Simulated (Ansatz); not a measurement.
Species: N$_{2}$H (charge +1, singlet). It need not be the lowest isomer of its formula. SMILES: N#[NH+]
Structure (B3LYP-D3(BJ)/def2-TZVP (Ansatz, a program for electronic structure) minimum search):
```xyz
3

N      0.0000     0.0000    -0.4376
N      0.0000     0.0000     0.6484
H      0.0000     0.0000    -1.4756
```
Charge +1, spin multiplicity 1.

Give the harmonic wavenumbers at B3LYP-D3(BJ)/def2-TZVP (Ansatz, finite differences of forces, unscaled).

724, 724, 2386, 3367 cm⁻¹. Zero-point energy 10.3 kcal/mol.

From these and the geometry, give the ideal-gas thermochemistry at 298.15 K and 1 atm (rigid rotor, harmonic oscillator).

Point group C∞v, rotational symmetry number 1. Rotational constants 47.27, 47.27 GHz. S(trans) 36.03, S(rot) 11.68, S(vib) 0.56, S(elec, spin only) 0.00, S 48.3 cal/(mol K). H(298) - H(0) 2.20 kcal/mol; G - E(el) -1.9 kcal/mol.
